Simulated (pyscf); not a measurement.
PySCF, gas phase, ωB97X-D3(BJ)/def2-SVP geometries.

Problem. For the elementary gas-phase step `[Cl][GeH3]` + `[NH3]` → `[NH2][GeH2][Cl]` + `[H][H]` (singlet surface; Ge–H, H–N broken, Ge–N, H–H formed), what barrier and reaction energy does ωB97M-D3(BJ)/def2-TZVP give, measured from the separated reactants?

Solution. ΔE‡ = 210.2 kJ/mol, ΔE = +4.9 kJ/mol. Zero-point energy shifts the barrier by -5.0 kJ/mol. It is a four-centre exchange, with an imaginary mode of 1581i cm⁻¹. On the reactant side the descent ends in a complex, 30.8 kJ/mol under the separated species and 238.1 kJ/mol under the saddle at ωB97X-D3(BJ)/def2-TZVP. At the saddle there is also a short Ge–H contact that neither side keeps. This is the saddle that the search found; another between the same sides may lie lower. Elements up to Kr have no core potential and no relativistic terms here.
